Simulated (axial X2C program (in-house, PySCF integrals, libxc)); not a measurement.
# Correcting the dissociation energy of N₂⁺ for spin–orbit coupling

A spin-free PBE0 curve (one-electron X2C) was computed with an axial X2C code built on PySCF integrals, basis N dyall-av3z [7s7p3d2f] (cores contracted in-house), for the state M_S = 1/2, Λ = 0 (beyond evenly filled blocks: σα). It gives D0 = 8.565 eV to N+ + N, which in a spin-free picture are the weighted means of the ground terms.

Measured levels of the ground terms (NIST Handbook of Basic Atomic Spectroscopic Data), in cm⁻¹: N+ 3P: J = 0 at 0, J = 1 at 48.7, J = 2 at 130.8; N 4S: J = 3/2 at 0.

The molecular state has Λ = 0, so it has no first-order lowering.

Q: How far does each ground level lie under the (2J+1)-weighted mean of its term?

A: N+: (1 × 0 + 3 × 48.7 + 5 × 130.8)/9 = 89 cm⁻¹; N: a single level, 0.

Q: Correct D0.

A: D0 = 8.565 + (0 − 89)/8065.5 = 8.554 eV at PBE0 with these spin–orbit terms.

Second-order spin–orbit effects in the molecule, which grow quickly with Z, are left out. One determinant describes the state; a PBE0 search over occupations chose it and may have missed a lower one. De is counted from the lowest determinant-based energies of the atoms at the same level, without counterpoise correction.
